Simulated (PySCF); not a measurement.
What binds to hydrogen bromide, and how strongly

Gas-phase complexes of hydrogen bromide, each in one structure from a short search with a few starts, optimised by PBE0-D3(BJ)/def2-SVPD or PBE0-D3(BJ)/def2-TZVPD; other ways of binding may lie lower. Energies in kcal/mol, wB97M-D3(BJ)/def2-TZVPD, counterpoise-corrected (PySCF): interaction is complex less parts frozen as they stand in it, binding adds what it costs to deform them. Contacts are written partner···hydrogen bromide; electrostatic, Pauli and orbital are terms of the uncorrected same energy, whose rest is dispersion or correlation.

2 other partners are left out, for which the search missed the form known or expected to bind best.

Frequency runs check only 4 of the 7 structures; these show no clear imaginary mode.

Task: Order these partners of hydrogen bromide by binding energy, strongest first: dimethyl sulfide, methylamine, dinitrogen, phosphine, dimethyl ether, hydrogen sulfide, carbon monoxide.

Result: methylamine (-11.6), dimethyl ether (-5.7), dimethyl sulfide (-5.4), hydrogen sulfide (-2.7), phosphine (-2.2), carbon monoxide (-1.5), dinitrogen (-1.0).
| partner | contact | distance (Å) | binding | interaction | electrostatic | Pauli | orbital |
| --- | --- | --- | --- | --- | --- | --- | --- |
| methylamine | N···H | 1.19 | -11.6 | -35.2 | -65.6 | 134.2 | -102.2 |
| dimethyl ether | O···H | 1.65 | -5.7 | -6.5 | -18.1 | 26.9 | -13.6 |
| dimethyl sulfide | S···H | 2.01 | -5.4 | -7.1 | -16.8 | 29.3 | -17.4 |
| hydrogen sulfide | S···H | 2.36 | -2.7 | -2.9 | -6.8 | 9.8 | -5.2 |
| phosphine | P···H | 2.41 | -2.2 | -2.5 | -6.3 | 10.0 | -5.4 |
| carbon monoxide | C···H | 2.37 | -1.5 | -1.5 | -2.9 | 3.7 | -1.8 |
| dinitrogen | N···H | 2.45 | -1.0 | -1.0 | -1.4 | 1.5 | -0.7 |
